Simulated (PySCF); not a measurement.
Fill in the blanks.

Compound: C4H3O2 (charge -1).
Bonds: C1–C2 (double), C2–C3 (double), C3–C4, C4–O5 (double), C4–O6. Hydrogens: H7, H8 on C1; H9 on C3.

Conformer (atom-mapped SMILES and torsion angles): `[CH2:1]=[C:2]=[CH:3][C:4](=[O:5])[O-:6]`: C2–C3–C4–O5 -157°.

```tsv
property	level	value
point group	PBE0-D3(BJ)/def2-SVP	?
rotational constants A, B, C	PBE0-D3(BJ)/def2-SVP	?
HOMO energy	B97-2/pcSseg-2	-1.46 eV
LUMO energy	B97-2/pcSseg-2	?
13C chemical shifts (computed TMS as zero) by class	GIAO B97-2/pcSseg-2	?
1H chemical shifts (computed TMS as zero) by class	GIAO B97-2/pcSseg-2	5.64 (H9), 4.02 (H7/H8) ppm
isotropic shieldings of nuclei other than C and H, by class	GIAO B97-2/pcSseg-2	?
largest of the computed one-bond spin–spin couplings (means over like bonds)	B3LYP/pcJ-1	13C–1H +173.0 (C1–H7 and 1 like it), 13C–1H +167.3 (C3–H9), 13C–13C +113.5 (C1–C2), 13C–13C +106.6 (C2–C3), 13C–13C +49.0 (C3–C4), 17O–13C +28.1 (O5–C4 and 1 like it) Hz
```

Gas-phase values; electronic properties from PySCF, density fitting. Geometry: PBE0-D3(BJ)/def2-SVP; no solvent or vibrations. The geometry's basis has no diffuse functions, a weakness for an anion. NMR classes are plain means over equivalent atoms (diastereotopic ones count apart unless rotation or inversion swaps them), as if these changed places fast; in this geometry the members of some classes differ. No diffuse functions stand in pcJ-1 and pcSseg-2, which bears on an anion's orbital energies.

**Question.** The LUMO energy?

**Answer.** 4.00 eV.

**Question.** Give the 13C chemical shifts (computed TMS as zero) by class.

**Answer.** 226.3 (C2), 163.6 (C4), 104.6 (C3), 66.0 (C1) ppm.

**Question.** Give the rotational constants A, B, C.

**Answer.** 10.118, 2.171, 1.834 GHz.

**Question.** The point group?

**Answer.** C1.

**Question.** What are the isotropic shieldings of nuclei other than C and H, by class?

**Answer.** -16 (O5/O6) ppm.

The rotational constants make it an asymmetric top with κ = (2B − A − C)/(A − C) = -0.92, nearer the prolate limit (−1). With B = h/(8π²I), that is 505.379 GHz u Å² over I, the principal moments of inertia are 50.0, 232.8 and 275.5 u Å² (most abundant isotopes).
